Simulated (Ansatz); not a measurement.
System: antifluorite Mg2Sn. Method: Hartree–Fock (Ansatz, an electronic-structure program, plane waves, PAW).

Run with plane-wave cutoff 460 eV, 6×6×6 k mesh, Fermi–Dirac smearing 0.01 eV, scalar-relativistic PAW data made under PBE.

Properties against volume:

| V (Å³/atom) | P (GPa) | direct gap at Γ (eV) | smallest gap on the k mesh (eV) |
|---|---|---|---|
| 25.710 | 2.87 | 6.905 | 4.217 |
| 26.548 | 1.19 | 6.811 | 4.109 |
| 27.226 | 0.00 | 6.607 | 4.025 |
| 27.909 | -1.05 | 6.408 | 3.942 |
| 28.590 | -1.98 | 6.214 | 3.862 |

The fundamental gap (4.02 eV at the equilibrium volume, on the SCF mesh) lies elsewhere than Γ–Γ.

Measured, for comparison: band gap 0.36 eV (temperature not stated, not corrected to a static lattice, indirect, Γ–X; as tabulated in Ryu et al. (2019), arXiv:1905.06140).

Spin–orbit coupling is not included.
